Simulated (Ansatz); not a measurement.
bcc Li was calculated with HSE06 (PAW; Ansatz, an electronic-structure program).

Run with plane-wave cutoff 460 eV, 14×14×14 k mesh, Fermi–Dirac smearing 0.05 eV, scalar-relativistic PAW data made under PBE.

Pressure at four volumes; x = ln(V/20.687 Å³). One pressure is withheld.

```tsv
V (Å³/atom)	x	P (GPa)
19.883	-0.0396	?
20.242	-0.0217	0.352
20.687	0.0000	0.047
21.799	0.0524	-0.603
```

Problem. Pass a parabola P(x) through the three rows shown, estimate the bulk modulus and its pressure derivative near zero pressure, and predict the withheld pressure.

Solution. Slopes between the rows: (0.047 − (0.352))/(0.0000 − (-0.0217)) = -14.06 and (-0.603 − (0.047))/(0.0524 − (0.0000)) = -12.40 GPa. Their difference over the span 0.0741 is c = 1.66/0.0741 = 22.4 GPa, so P(x) = 0.352 + (-14.06)(x − (-0.0217)) + 22.4 (x − (-0.0217))(x − (0.0000)). At the middle row B = −dP/dx = −[-14.06 + 22.4 × 0.0217] = 13.6 GPa, and B′ = dB/dP = 2c/B = 3.3. At x = -0.0396 the parabola gives 0.620 GPa; the run gives 0.619 GPa. The Birch–Murnaghan fit to the energies at all volumes has B0 = 13.4 GPa and B′ = 3.3.

Measured, for comparison: bulk modulus 13.8 GPa (corrected for temperature and zero-point phonon effects, sources range from 13.1 to 13.9; as tabulated in Levämäki et al. (2014), arXiv:1402.3671). Computed less measured: bulk modulus -2.9 % (inside the range of the sources held).
